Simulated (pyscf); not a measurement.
Optimised with ωB97X-D3(BJ)/def2-SVP in PySCF.

**Question.** How much does it cost (ΔH, 298 K, ωB97M-D3(BJ)/def2-TZVP) to split F–C(F)=C(F)–C(F)(F)–F (SMILES FC(F)=C(F)C(F)(F)F) at its C–F bond into F• + F–C•=C(F)–C(F)(F)–F?

**Answer.** C–F to F• + F–C•=C(F)–C(F)(F)–F: 127.6 kcal/mol. The 7 functionals that were run give +124.3 (B3LYP-D3(BJ)) to +130.5 kcal/mol (PBE). The radicals are drawn with the spin at the cut bond; how far it spreads was not checked. Other isomers of F–C•=C(F)–C(F)(F)–F were not searched in full and may lie lower. Left out: the spin-orbit lowering of F.
